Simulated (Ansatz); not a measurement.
Species: Cl2, charge 1, doublet. Cl2+ (parent SMILES ClCl, doublet).
B3LYP-D3(BJ)/def2-TZVP minimum from Ansatz (a first-principles code):
```
Cl
Cl 1 1.9100
```
Charge +1, spin multiplicity 2.

Hartree-Fock and CCSD(T) correlation energies in hartree (Ansatz). UHF or UKS for unpaired electrons; spin-orbit terms are left out. Cores are frozen in correlated methods. No relativity.

```tsv
basis	X	E(HF)	E(corr, CCSD(T))
cc-pV(T+d)Z	3	-918.60131	-0.41402
cc-pV(Q+d)Z	4	-918.60997	-0.44795
cc-pV(5+d)Z	5	-918.61153	withheld
```

Q: Fit E(corr) = E∞ + A/X³ to X = 3 and 4, predict X = 5, and compare with the run.

A: A = (-0.41402 - (-0.44795))/(1/27 - 1/64) = 1.5846; E∞ = -0.44795 - A/64 = -0.47271; at X = 5, E∞ + A/125 = -0.46003. The run gave -0.45951, 0.52 mEh above the prediction. The same form on X = 4 and 5 gives E∞ = -0.47164, 1.07 mEh above the first estimate.
